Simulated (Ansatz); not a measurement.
One geometry of Mg(SiH3)2 (MgSi₂H₆), several levels of theory.

```yaml
crystal:
  periodic: [false, false, false]
  atoms:
    - {symbol: Mg, position_ang: [0.016757, 0.023876, 0.000224]}
    - {symbol: Si, position_ang: [0.000602, -0.014590, 2.586387]}
    - {symbol: H, position_ang: [0.887209, -1.072317, 3.161551]}
    - {symbol: H, position_ang: [-1.355837, -0.280333, 3.156773]}
    - {symbol: H, position_ang: [0.451586, 1.266953, 3.209998]}
    - {symbol: Si, position_ang: [0.004165, 0.021363, -2.586279]}
    - {symbol: H, position_ang: [1.321255, 0.390300, -3.189858]}
    - {symbol: H, position_ang: [-0.985096, 0.977486, -3.171771]}
    - {symbol: H, position_ang: [-0.340630, -1.312738, -3.167025]}
basis:
  gaussian: {orbitals: def2-TZVP, initial_orbitals: start.molden}
hamiltonian: {xc: pbe}
correlation: {method: rpa}
scf: {omitted_lower_state_checks: [starts]}
```

The file start.molden holds the orbitals of an earlier run on this structure, at another level or in another basis.

```sh
$ ansatz run in.yaml --threads 4 --pin off --events-out ev --progress --plain --max-ram 3916MiB
```

Shortened log:

```
Functional definition: PBE
1011 factors; integrals over basis functions are off by at most 1.3e-3 eV
mean field evaluation 1: about -21285.3402 eV, gradient 9.6e0 eV
mean field evaluation 2: about -21285.4188 eV, gradient 1.2e-1 eV
mean field evaluation 4: about -21285.4101 eV, gradient 2.3e-4 eV
mean field evaluation 8: about -21285.4101 eV, gradient 1.5e-6 eV
mean field -21285.41006157 eV, -782.2243919934 hartree, gradient 1.7e-6 eV, S^2 0.000000; 0 other end points of the search recorded, 0 dependent functions left out
11 core orbitals not correlated: weight in the atoms' cores, before any rotation towards them, 1.000 or more for the frozen orbitals, at most 0.000 for the correlated occupied ones
reference -21250.03607873 eV, -780.9244221015 hartree; 12, 12 occupied and 119, 119 virtual orbitals, 1011 factors
Total energy: -21272.50897856 eV, -781.7502859378 hartree
Checks for a lower state left out: starts
```

Hardware: 4 threads of AMD EPYC 7B13 on a shared host. Wall time 1.7 s.

As the first input, with `hamiltonian: {xc: {name: BHLYP}, dispersion: d4}`, `output: {orbitals: {seedname: orbitals}}` and without the key `correlation` (abridged; 1.1 s):

```
Functional definition: BHLYP
mean field -21297.29934058 eV, -782.6613149384 hartree, gradient 2.3e-5 eV, S^2 0.000000
Total energy: -21297.49199692 eV, -782.6683949282 hartree
Checks for a lower state left out: starts
```

The first input with `hamiltonian: {xc: pbe, dispersion: d4}`, `output: {orbitals: {seedname: orbitals}}` and without the key `correlation` (abridged; 0.8 s):

```
Functional definition: PBE
mean field -21285.41008400 eV, -782.2243928179 hartree, gradient 1.1e-5 eV, S^2 0.000000
Total energy: -21285.55014644 eV, -782.2295400177 hartree
Checks for a lower state left out: starts
```

The first input with `hamiltonian: {xc: {name: wB97X-V}}`, `output: {orbitals: {seedname: orbitals}}` and without the key `correlation` (abridged; 2.4 s):

```
Functional definition: wB97X-V
mean field -21293.86895670 eV, -782.5352506560 hartree, gradient 5.2e-5 eV, S^2 0.000000
Total energy: -21293.86895383 eV, -782.5352505503 hartree
Checks for a lower state left out: starts
```

Geometry: r2SCAN-D4/def2-TZVP.

Correlated methods freeze 11 core orbitals; core or outer-core shells of Mg are correlated, in sets that lack core-valence functions.
